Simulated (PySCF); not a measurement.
Compound: Al(CO)H3, CH3AlO.
Cartesian coordinates in Å at the PBE0-D3(BJ)/def2-SVP level; atoms count from 1:
```
atom  x, y, z in Å
Al1   -0.1366   -0.2294   -0.7890
C2     0.2143    0.3694    1.2513
O3     0.4014    0.6736    2.3169
H4     1.3930   -0.5756   -1.0985
H5    -0.7295    1.1770   -1.2629
H6    -1.1427   -1.4150   -0.4178
```

The closed-shell ground state was solved at several levels (PySCF, density fitting, gas phase, non-relativistic).

| level | basis functions | total energy (Eh) | HOMO (eV) | LUMO (eV) | gap (eV) | dipole (D) |
| --- | --- | --- | --- | --- | --- | --- |
| B3LYP/pcSseg-1 (pcSseg-2 on Al) | 92 | -357.5602 | -8.13 | -2.51 | 5.62 | 1.94 |
| wB97X-D/def2-SVPD | 91 | -357.3228 | -10.19 | -0.49 | 9.70 | 2.07 |
| PBE/pcSseg-1 (pcSseg-2 on Al) | 92 | -357.2598 | -7.12 | -3.27 | 3.85 | 1.81 |

**Question.** What might PBE0/pcSseg-1 (pcSseg-2 on Al) (92 basis functions) give for the same quantities?

**Answer.** Total energy -357.2784 Eh, HOMO -8.33 eV, LUMO -2.23 eV, gap 6.10 eV, dipole 1.97 D.

**Question.** Over all these levels, which gives the widest orbital gap and which the narrowest?

**Answer.** wB97X-D/def2-SVPD (range-separated hybrid) has the widest, 9.70 eV, and PBE/pcSseg-1 (pcSseg-2 on Al) (GGA) the narrowest, 3.85 eV. Functional and basis both differ between the two, so the spread mixes both effects.

**Question.** In the pcSseg-1 (pcSseg-2 on Al) basis, how does the gap go with the fixed share of exact exchange?

**Answer.** PBE (0 %) 3.85 eV; B3LYP (20 %) 5.62 eV; PBE0 (25 %) 6.10 eV. Each rise in the share widens the gap here.

**Question.** How far do the dipole and the HOMO energy spread over the levels?

**Answer.** The dipole runs from 1.81 to 2.07 D (mean 1.95 D) and the HOMO from -10.19 to -7.12 eV.

wB97X-D is run here without its empirical dispersion term; that term would change no orbital, density or response property at a fixed geometry.
